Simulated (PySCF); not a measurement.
Phosphorous acid, H₃O₃P.
Numbering: `[OH:1][P:2]([OH:3])[OH:4]` (hydrogens: H5 on O1; H6 on O3; H7 on O4)

Computed by this run: PySCF, PBE0-D3(BJ)/def2-SVP geometry optimisation, gas phase; density fitting, grid level 1; the optimiser is geomeTRIC in internal coordinates, started from a GFN2-xTB structure with every atom displaced at random (about 0.01 Å).

Step 1: E = -15462.3396 eV
```
atom  x, y, z in Å  |  force x, y, z in eV/Å
O1      1.1326   -0.8593   -0.4358    0.549   0.004  -0.121
P2      0.1088    0.0039    0.5015   -0.592  -0.101  -0.060
O3      0.0822    1.3682   -0.4163   -0.099   0.175   0.050
O4     -1.3071   -0.6730   -0.0492    0.410   0.093   0.239
H5      2.0613   -0.6139   -0.2786   -0.424  -0.110  -0.008
H6     -0.4142    2.0716    0.0272    0.126  -0.129  -0.060
H7     -1.6215   -1.3331    0.5827    0.030   0.067  -0.040
```

Step 2: E = -15462.3495 eV
```
atom  x, y, z in Å  |  force x, y, z in eV/Å
O1      1.1341   -0.8550   -0.4478    0.096   0.002  -0.090
P2      0.0996    0.0044    0.4903   -0.248  -0.053   0.002
O3      0.0740    1.3737   -0.4221   -0.046  -0.013  -0.033
O4     -1.3039   -0.6820   -0.0502    0.234   0.078   0.075
H5      2.0526   -0.6202   -0.2621   -0.063  -0.025   0.030
H6     -0.4019    2.0786    0.0339    0.035  -0.004   0.017
H7     -1.6125   -1.3349    0.5896   -0.007   0.014   0.000
```

Step 3: E = -15462.3538 eV
```
atom  x, y, z in Å  |  force x, y, z in eV/Å
O1      1.1346   -0.8448   -0.4640   -0.120  -0.001  -0.017
P2      0.0933    0.0050    0.4824    0.068   0.019  -0.043
O3      0.0556    1.3726   -0.4323   -0.016  -0.035  -0.021
O4     -1.2951   -0.6903   -0.0522   -0.027  -0.026  -0.002
H5      2.0461   -0.6301   -0.2420    0.125   0.009   0.044
H6     -0.3863    2.0848    0.0436   -0.003   0.046   0.036
H7     -1.6061   -1.3328    0.5959   -0.027  -0.013   0.003
```

Question: Estimate the geometry and energy of step 4. (The exact step hangs on the optimiser's Hessian estimate; all steps are aligned on step 3, rigid shifts and turns removed.)

Answer: E = -15462.3551 eV, largest force 0.147 eV/Å
```
atom  x, y, z in Å  |  force x, y, z in eV/Å
O1      1.1381   -0.8392   -0.4731   -0.111   0.026  -0.009
P2      0.0915    0.0066    0.4726    0.136   0.042   0.037
O3      0.0414    1.3759   -0.4394   -0.020  -0.045  -0.027
O4     -1.2938   -0.6975   -0.0520   -0.074  -0.041  -0.052
H5      2.0486   -0.6398   -0.2292    0.067   0.003   0.029
H6     -0.3771    2.0926    0.0515    0.004   0.014   0.023
H7     -1.6068   -1.3341    0.6011   -0.003   0.000  -0.002
```

The energy changes by -0.0014 eV. The first-order estimate −F·Δx gives -0.0019 eV and the mean of the old and new forces, exact on a quadratic surface, -0.0013 eV. The step makes an angle of 74° with the force vector and moves no atom by more than 0.016 Å.

The cost below is that of the whole optimisation. Time: 13 s; peak memory 0.32 GiB. Hardware: one thread of an Arm Neoverse V1, no GPU, shared host.
